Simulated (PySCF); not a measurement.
Compound: 2-chloro-2-pentene, C5H9Cl.
SMILES with atom numbers: `[CH3:1][CH2:2]/[CH:3]=[C:4](/[CH3:5])[Cl:6]` (hydrogens: H7, H8, H9 on C1; H10, H11 on C2; H12 on C3; H13, H14, H15 on C5)

Method: PBE0-D3(BJ)/def2-SVP geometry optimisation, gas phase in PySCF 2.14.0; density fitting, grid level 2; the optimiser is geomeTRIC in internal coordinates, started from a GFN2-xTB structure.

Step 0: E = -17836.2787 eV
```
atom  x, y, z in Å  |  force x, y, z in eV/Å
C1     -2.2827   -0.2636    0.2509    0.345   0.144  -0.523
C2     -1.2607   -0.0087   -0.8559    0.054  -0.204   0.621
C3      0.1233   -0.3414   -0.4003   -0.847   0.144  -0.363
C4      1.1933    0.4357   -0.4648    0.711   0.181   0.103
C5      2.5636    0.0774    0.0049   -0.454   0.133  -0.154
Cl6     1.1042    2.0351   -1.1496   -0.002   0.185  -0.076
H7     -2.2515   -1.3032    0.5693   -0.054  -0.437   0.199
H8     -2.0737    0.3665    1.1120    0.047   0.231   0.397
H9     -3.2862   -0.0417   -0.1034   -0.462   0.058  -0.075
H10    -1.3097    1.0337   -1.1712    0.028   0.268  -0.202
H11    -1.5075   -0.6347   -1.7191   -0.081  -0.127  -0.324
H12     0.2461   -1.3247    0.0340    0.204  -0.454   0.229
H13     2.5617   -0.9122    0.4533    0.017  -0.401   0.178
H14     3.2647    0.0887   -0.8286    0.310   0.014  -0.294
H15     2.9106    0.8011    0.7409    0.184   0.266   0.284
```

**Question.** Estimate the geometry and energy of step 1. (The exact step hangs on the optimiser's Hessian estimate; all steps are aligned on step 0, rigid shifts and turns removed.)

**Answer.** E = -17836.3195 eV, largest force 0.153 eV/Å
```
atom  x, y, z in Å  |  force x, y, z in eV/Å
C1     -2.2986   -0.2557    0.2484   -0.048  -0.027   0.083
C2     -1.2678   -0.0223   -0.8479   -0.024   0.051  -0.129
C3      0.1209   -0.3407   -0.4105    0.081  -0.104   0.077
C4      1.2041    0.4415   -0.4612   -0.084   0.051  -0.051
C5      2.5720    0.0791    0.0001    0.098  -0.018   0.036
Cl6     1.1109    2.0595   -1.1274   -0.001  -0.027   0.015
H7     -2.2848   -1.3026    0.5955   -0.007   0.039  -0.005
H8     -2.1000    0.3857    1.1220   -0.008  -0.015  -0.025
H9     -3.3173   -0.0370   -0.1080    0.027  -0.003   0.002
H10    -1.3082    1.0206   -1.2005   -0.001  -0.044   0.007
H11    -1.5185   -0.6551   -1.7213    0.015   0.031   0.039
H12     0.2838   -1.3369    0.0251   -0.009   0.059  -0.035
H13     2.5785   -0.9295    0.4386   -0.008   0.019  -0.017
H14     3.2893    0.1053   -0.8368   -0.021   0.005   0.019
H15     2.9313    0.7960    0.7564   -0.010  -0.020  -0.016
```

The energy changes by -0.0407 eV. The first-order estimate −F·Δx gives -0.0877 eV and the mean of the old and new forces, exact on a quadratic surface, -0.0407 eV. The step makes an angle of 67° with the force vector and moves no atom by more than 0.042 Å.

What follows is the cost of the whole optimisation. On an Arm Neoverse V2 with one thread, no GPU, shared host with 96 logical CPUs at a one-minute load of 26, this took 34 s and 0.68 GiB of memory at its peak.
